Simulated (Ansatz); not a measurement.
System: fluorite CeO₂. Method: revPBE (plane waves, PAW; Ansatz, a quantum-chemistry and plane-wave program).

Run with plane-wave cutoff 520 eV, 12×12×12 k mesh, Fermi–Dirac smearing 0.01 eV, no spin polarisation, scalar-relativistic PAW data made under PBE.

Cell (relaxed at this level):

```
CeO2
1.0
    0.00000     2.74711     2.74711
    2.74711     0.00000     2.74711
    2.74711     2.74711     0.00000
Ce O
1 2
Cartesian
  0.00000   0.00000   0.00000
  1.37356   1.37356   1.37356
  4.12067   4.12067   4.12067
```

### Question
Give the computed pressure derivative B′ of the bulk modulus, direct gap at Γ and band gap.

### Answer

pressure derivative B′ of the bulk modulus: 4.5
direct gap at Γ: 2.68 eV
band gap: 1.85 eV

Measured, for comparison: band gap 3 eV (temperature not stated, not corrected to a static lattice, O 2p to Ce 4f, our sources range from 3.00 to 3.20; as tabulated in Tran et al. (2019), arXiv:1908.01820).

Spin–orbit coupling is not included.

The computed numbers hold no vibrational or temperature effects.

Computing time: around 50 core-seconds (rough).
